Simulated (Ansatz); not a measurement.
Silicon tetrafluoride, relaxed with RKS PBE-D4/def2-SVP in Ansatz from a rough embedded geometry. The force threshold is 0.03 eV/Å; the program also tests the step.

The species carries charge 0 and has multiplicity 1.

Start:

```xyz
5

F    -0.078    0.742   -1.457
Si    0.014   -0.016   -0.007
F     1.439   -0.768    0.189
F    -1.174   -1.038    0.124
F    -0.201    1.080    1.152
```

| step | energy (eV) | largest force (eV/Å) | largest move (Å) |
| --- | --- | --- | --- |
| 1 | -18726.2420 | 1.564 | 0.000 |
| 2 | -18726.2888 | 0.894 | 0.020 |
| 3 | -18726.3108 | 0.008 | 0.024 |

End:

```xyz
5

F    -0.054    0.718   -1.431
Si    0.000    0.000    0.000
F     1.411   -0.740    0.170
F    -1.185   -1.074    0.106
F    -0.173    1.097    1.155
```

Hardware: 4 threads of an Arm Neoverse V2 on a shared host. Wall time 1.5 s, peak host memory 0.13 GiB.
